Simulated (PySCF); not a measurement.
# C4H−: geometry, NMR shifts, spin-spin couplings, electronic excitations and core binding energies

Wanted: the NMR shifts, spin-spin couplings, electronic excitations and core binding energies of C4H− (`[C-]#CC#C`), by calculation.

Computed with PySCF 2.14.0, with density-fitted response routines of our own, on a single molecule in the gas phase. Atoms are numbered from 0 throughout.

## Step 1: The molecule as given

5 atoms, charge -1, multiplicity 1; geometry from: GFN2-xTB.

Bonds of the start (Å): C0–C1 1.25, C1–C2 1.36, C2–C3 1.22, C3–H4 1.06.

## Step 2: Optimising the geometry at PBE0-D3(BJ)/def2-SVP

The job: settings as JSON, then the geometry in Å.

```
{"job": {"xc": "PBE0", "basis": "def2-SVP", "d3": "d3bj", "grid": 1, "kind": "geom"}, "charge": -1, "multiplicity": 1}
C      2.455718     0.066559    -0.528410
C      1.238161     0.033876    -0.264759
C     -0.092356    -0.001820     0.024024
C     -1.280409    -0.034435     0.283167
H     -2.312492    -0.061327     0.507127
```

**Question.** This job is followed by: GIAO PBE0/pcSseg-1 NMR shielding, non-relativistic, gas phase; B3LYP/pcJ-1 indirect spin-spin coupling, non-relativistic, gas phase; TDDFT PBE0/def2-SVPD, vertical, gas phase, core orbitals frozen in the response; GIAO HF/pcSseg-2 NMR shielding, non-relativistic, gas phase; delta-SCF UKS SCAN, pcX-2 on the ionised atom, pcseg-1 elsewhere, spin-free X2C. Predict these results of the whole session: point group; rotational constants (main isotopes); 13C shifts against TMS (PBE0/pcSseg-1); 1H shifts against TMS (PBE0/pcSseg-1); largest coupling of the table (B3LYP/pcJ-1); lowest singlet (PBE0/def2-SVPD); brightest single state of those computed; lowest triplet; vertical ionisation energy (ΔSCF); C1s binding energies, SCAN/pcX-2 (standing for 1 of 4 atoms); range of the shift of C2.

**Answer**, as computed:

| quantity | value |
| --- | --- |
| point group | C∞v |
| rotational constants (main isotopes) | 4.62, 4.62 GHz |
| 13C shifts against TMS (PBE0/pcSseg-1) | 206.6, 93.9, 79.4, 33.0 ppm |
| 1H shifts against TMS (PBE0/pcSseg-1) | -0.41 ppm |
| largest coupling of the table (B3LYP/pcJ-1) | 1J(C,H) C3–H4, 260.9 Hz |
| lowest singlet (PBE0/def2-SVPD) | 4.25 eV (292 nm), f = 0.000 |
| brightest single state of those computed | state 6, 5.39 eV, f = 0.020 |
| lowest triplet | 3.41 eV |
| vertical ionisation energy (ΔSCF) | 3.44 eV |
| C1s binding energies, SCAN/pcX-2 (standing for 1 of 4 atoms) | C3 284.79 eV |
| range of the shift of C2 | 79.4 to 86.7 ppm |

In words: Over 2 steps the energy fell by 0.022 eV; of the close pairs, C3–H4 changed most, 1.056 to 1.071 Å. No frequency check was run at this level, so the end point may be a saddle. At PBE0/pcSseg-1: The largest span, 450 ppm, is at C0, where the paramagnetic term is -322 ppm. In the run at B3LYP/pcJ-1, the largest coupling of the table is C3–H4, 260.9 Hz, of which the Fermi-contact term gives 260.6 Hz. The first singlet state (HOMO→LUMO+2 0.39, HOMO−1→LUMO+1 0.39) lies at 4.25 eV and is dark; of the 10 states computed, the strongest absorption comes from states 6 to 7 together at 5.39 eV. The lowest triplet lies 0.84 eV below the lowest singlet (triplets in Tamm-Dancoff, singlets in full TDDFT). In the gas-phase run even the lowest singlet lies above the computed detachment energy of this anion, so its states are not to be taken as bound. At PBE0/def2-SVPD, all states lie near or above the ionisation energy, where they hang on the basis. The orbital energy would give 1.34 eV for ionisation, ΔSCF gives 3.44 eV. Across the 2 runs the shift of C2 moves most, between 79.4 (PBE0/pcSseg-1) and 86.7 ppm (HF/pcSseg-2). Most of that comes from the computed reference, not from the atom's own shielding.
